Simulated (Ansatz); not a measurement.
## What each rung costs, and what it gives

The pair of H2S (SMILES S, atoms 1–3) and CH3F (SMILES CF, atoms 4–8), both closed shells, in one local arrangement (a lower one may exist), relaxed at PBE0-D4/def2-TZVP:

S1  (-0.212, 0.547, -2.454)
H2  (-0.481, -0.416, -1.557)
H3  (1.016, 0.061, -2.691)
C4  (-0.045, 0.014, 1.375)
F5  (-0.463, -1.079, 0.640)
H6  (-0.846, 0.307, 2.057)
H7  (0.184, 0.831, 0.688)
H8  (0.846, -0.264, 1.941)
(Å)

Interaction energies are counterpoise-corrected; the time is that of the whole pair.

Ansatz 0.2.0; basis: as named in each row; cores frozen in the correlated methods. B3LYP uses VWN-RPA correlation. Extrapolation: Hartree–Fock as exp(−7.88 √X), correlation as X^−2.97.

Times are rough, for one single point on 4 threads of a shared host (Arm Neoverse V1).

The estimate by CCSD(T) at an estimated basis limit (MP2 extrapolated from triple and quadruple zeta, plus CCSD(T) − MP2 in triple zeta) is -2.19 kcal/mol.

```tsv
method	basis	time (s)	interaction energy (kcal/mol)	method less estimate
HF	STO-3G	under 1	0.70	2.89
PBE-D4	STO-3G	under 1	-1.54	0.65
SPW92	def2-SVP	under 1	-3.81	-1.62
B3LYP-D4	6-31G	under 1	-2.70	-0.52
PBE-D4	def2-SVP	under 1	-2.54	-0.35
PBE0-D4	def2-SVP	under 1	-2.45	-0.27
CCSD(T)	def2-SVP	under 1	-0.96	1.23
PBE-D4	def2-TZVPPD	1	-2.41	-0.22
revPBE-D4	def2-TZVPPD	1	-1.90	0.29
BLYP-D4	def2-TZVPPD	2	-1.98	0.20
PBE0-D4	def2-TZVPPD	2	-2.29	-0.10
B3LYP-D4	def2-TZVPPD	2	-2.15	0.04
HSE06-D4	def2-TZVPPD	2	-2.29	-0.10
wB97M-V	def2-SVP	2	-2.08	0.10
r2SCAN-D4	def2-TZVPPD	3	-2.20	-0.02
B2PLYP	def2-TZVPPD	4	-1.47	0.71
wB97X-V	def2-TZVPPD	5	-2.18	0.01
wB97M-V	def2-TZVPPD	6	-2.11	0.08
B97M-V	def2-TZVPPD	6	-2.22	-0.03
MP2	def2-QZVPPD	10	-2.15	0.04
CCSD(T)	def2-TZVPPD	48	-1.89	0.29
```

T1 diagnostic: at most 0.011.
